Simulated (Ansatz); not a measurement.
## Ansatz (development build ahead of 0.2.0) run

```yaml
crystal:
  periodic: [false, false, false]
  atoms:
    - { symbol: C, position_ang: [-0.80871, -0.27702, -0.07908] }
    - { symbol: C, position_ang: [0.17963, 0.71674, 0.44377] }
    - { symbol: C, position_ang: [0.65076, -0.45905, -0.35202] }
    - { symbol: H, position_ang: [-1.44932, 0.02193, -0.90022] }
    - { symbol: H, position_ang: [-1.2845, -0.94618, 0.62793] }
    - { symbol: H, position_ang: [0.38019, 0.7275, 1.50852] }
    - { symbol: H, position_ang: [0.21498, 1.69554, -0.01964] }
    - { symbol: H, position_ang: [1.00847, -0.28452, -1.35979] }
    - { symbol: H, position_ang: [1.17361, -1.25275, 0.16827] }
basis:
  gaussian: { orbitals: def2-SVP }
total_charge: 1
magnetization:
  spin_polarized: true
  initial_magnetization: 1
hamiltonian:
  xc: pbe0
output:
  forces: true
```

The input is written out in the form of the current development build from the run's settings.

The run gave:

```
Converged                       : yes
Total energy                    : -117.26460 hartree
Spin squared of the determinant : 0.756
Stability test                  : minimum
```

Forces (eV/Å):
| atom | Fx | Fy | Fz |
| --- | --- | --- | --- |
| C1 | 1.365 | 0.443 | 0.133 |
| C2 | -3.781 | 3.619 | 2.700 |
| C3 | -0.350 | -4.984 | -3.119 |
| H4 | 0.176 | 0.597 | -0.774 |
| H5 | 0.350 | -0.420 | 0.830 |
| H6 | 0.658 | -0.220 | 0.412 |
| H7 | 0.563 | 0.338 | -0.468 |
| H8 | 0.462 | 0.593 | -0.298 |
| H9 | 0.557 | 0.034 | 0.584 |

Caution: the determinant breaks the point group.
